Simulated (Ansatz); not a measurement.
Relaxation of C$_{2}$H$_{6}$B (9 atoms, charge -1, multiplicity 1), to a largest force component of 0.015 eV/Å in at most 40 steps.

Method: RKS revPBE-D4/def2-SVP (Ansatz).

```xyz
9
Properties=species:S:1:pos:R:3:forces:R:3
C -0.824 0.764 -0.980 -0.59 0.30 -0.66
B 0.159 0.591 0.049 0.51 -0.79 0.67
C 0.522 -0.864 0.694 -0.14 0.67 -0.28
H -1.416 -0.044 -1.426 -0.26 -0.52 -0.16
H -1.091 1.727 -1.434 -0.08 0.50 -0.17
H 0.792 1.524 0.513 0.35 0.56 0.25
H -0.063 -1.677 0.254 -0.40 -0.52 -0.30
H 1.579 -1.127 0.555 0.65 -0.16 -0.02
H 0.341 -0.895 1.776 -0.05 -0.03 0.67
```

Task: Where does it end, and by what steps?

Result: The forces met the threshold. Limits of this set-up: an anion without diffuse functions, the dipole of an ion depends on the origin. After 4 steps the energy has fallen by 0.070 eV; H5 moved furthest, 0.04 Å.

```tsv
step	energy less start (eV)	largest force component (eV/Å)	accepted
0	0.0000	0.794	yes
1	-0.0632	0.319	yes
2	-0.0702	0.062	yes
3	-0.0703	0.016	yes
4	-0.0704	0.003	yes
```

```xyz
9
Properties=species:S:1:pos:R:3
C -0.843 0.778 -1.002
B 0.160 0.582 0.051
C 0.526 -0.868 0.698
H -1.437 -0.054 -1.446
H -1.101 1.762 -1.451
H 0.807 1.549 0.523
H -0.068 -1.702 0.254
H 1.604 -1.140 0.570
H 0.352 -0.906 1.804
```

Whether the end is a true minimum wasn't checked by a vibrational analysis.

Run time: 4 s on 1 thread of AMD EPYC 9R45 96-Core Processor (Zen 5), with other jobs on the host, peak memory 0.13 GiB.
